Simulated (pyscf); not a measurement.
PySCF, gas phase, ωB97X-D3(BJ)/def2-SVP geometries. MP2 and CC: frozen core, UHF for open shells. ΔMP2 is the change of the MP2 total energy from the triple- to the quadruple-zeta basis.

SMILES: ClCBr
```xyz
5

Cl     0.7435     1.9329    -0.6938
C      0.2166     0.2564    -0.5563
Br     0.3282    -0.4181     1.2422
H     -0.8293     0.1854    -0.8731
H      0.8569    -0.3701    -1.1861
```

Question: What is the homolytic dissociation enthalpy (298 K, CCSD(T)/def2-TZVPP + ΔMP2(QZVPP)) of the C–Cl bond of Cl–CH₂–Br, to Cl• + •H₂C–Br?

Answer: C–Cl to Cl• + •H₂C–Br: 78.8 kcal/mol. The CCSD(T) − MP2 part came from Ansatz, without density fitting, on the same reference. The frozen core leaves the outer d or s,p core shells of the metals and heavy elements correlated in the MP2 and CC values, and def2-TZVPP describes them poorly, which can shift differences by a few kcal/mol. Left out: the spin-orbit lowering of Cl. Elements up to Kr have no core potential and no relativistic terms here.
